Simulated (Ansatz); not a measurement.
The input, for Ansatz 0.2.0:

```yaml
crystal:
  periodic: [false, false, false]
  atoms:
    - {symbol: Si, position_ang: [0.047200, 0.009064, 0.579518]}
    - {symbol: B, position_ang: [-0.117674, 0.024747, -1.419487]}
    - {symbol: H, position_ang: [-0.041054, 1.329387, 1.219179]}
    - {symbol: H, position_ang: [1.244214, -0.813968, 1.079437]}
    - {symbol: H, position_ang: [-1.263163, -0.833102, 0.976554]}
    - {symbol: H, position_ang: [0.072526, 0.935858, -2.151258]}
    - {symbol: H, position_ang: [-0.065550, -1.136171, -2.046557]}
basis:
  gaussian: {orbitals: STO-3G}
magnetization: {spin_polarized: true, initial_magnetization: 0}
correlation: {method: bccd_t, electrons: outside_noble_gas}
accuracy: high
scf: {omitted_lower_state_checks: [cluster_reference]}
```

```sh
$ ansatz run in.yaml --threads 1 --pin off --events-out ev --progress --plain --max-ram 2393MiB
```

The program prints:

```
these checks for a lower state are left out or cut short: cluster_reference
333 factors; integrals over basis functions are off by at most 1.7e-8 eV
mean field evaluation 1: about -8511.0041 eV, gradient 9.6e0 eV
mean field evaluation 2: about -8511.0033 eV, gradient 9.5e0 eV
mean field evaluation 4: about -8511.9392 eV, gradient 4.5e-1 eV
mean field evaluation 8: about -8511.9406 eV, gradient 1.2e-6 eV
mean field -8511.94060428 eV, -312.8080476068 hartree, gradient 3.8e-8 eV, S^2 0.000000; 0 other end points of the search recorded, 0 dependent functions left out
6 core orbitals not correlated: weight in the atoms' cores, before any rotation towards them, 1.000 or more for the frozen orbitals, at most 0.000 for the correlated occupied ones
reference -8511.94060428 eV, -312.8080476068 hartree; 6, 6 occupied and 7, 7 virtual orbitals, 333 factors
second order -2.20841964 eV of doubles, -0.00000000 eV of singles
cycle   1  -2.87781502 eV  change   -6.7e-1 eV  update   6.8e-2
cycle   2  -3.23177889 eV  change   -3.5e-1 eV  update   2.6e-2
cycle   3  -3.24113561 eV  change   -9.4e-3 eV  update   4.1e-3
cycle   4  -3.24209710 eV  change   -9.6e-4 eV  update   1.6e-3
cycle   5  -3.24240908 eV  change   -3.1e-4 eV  update   6.1e-4
cycle   6  -3.24214152 eV  change    2.7e-4 eV  update   1.3e-4
cycle   7  -3.24210448 eV  change    3.7e-5 eV  update   4.7e-5
cycle   8  -3.24212573 eV  change   -2.1e-5 eV  update   1.4e-5
cycle   9  -3.24211910 eV  change    6.6e-6 eV  update   5.0e-6
cycle  10  -3.24211700 eV  change    2.1e-6 eV  update   2.3e-6
cycle  11  -3.24211628 eV  change    7.1e-7 eV  update   1.0e-6
cycle  12  -3.24211728 eV  change   -1.0e-6 eV  update   3.4e-7
cycle  13  -3.24211744 eV  change   -1.6e-7 eV  update   1.1e-7
cycle  14  -3.24211737 eV  change    6.7e-8 eV  update   3.9e-8
cycle  15  -3.24211735 eV  change    1.5e-8 eV  update   1.9e-8
cycle  16  -3.24211695 eV  change    4.0e-7 eV  update   9.8e-8
cycle  17  -3.24211679 eV  change    1.7e-7 eV  update   3.5e-8
cycle  18  -3.24211677 eV  change    2.0e-8 eV  update   7.9e-9
cycle  19  -3.24211677 eV  change  -9.1e-12 eV  update   2.7e-9
cycle  20  -3.24211677 eV  change   -1.2e-9 eV  update  8.4e-10
perturbative correction -0.02761375 eV, -0.0010147867 hartree
Total energy: -8515.21033480 eV, -312.9282079871 hartree
Checks for a lower state left out: cluster_reference
```

Ran on 1 thread of Arm Neoverse V1, shared host: 0.27 s wall, 0.19 GiB peak host memory.
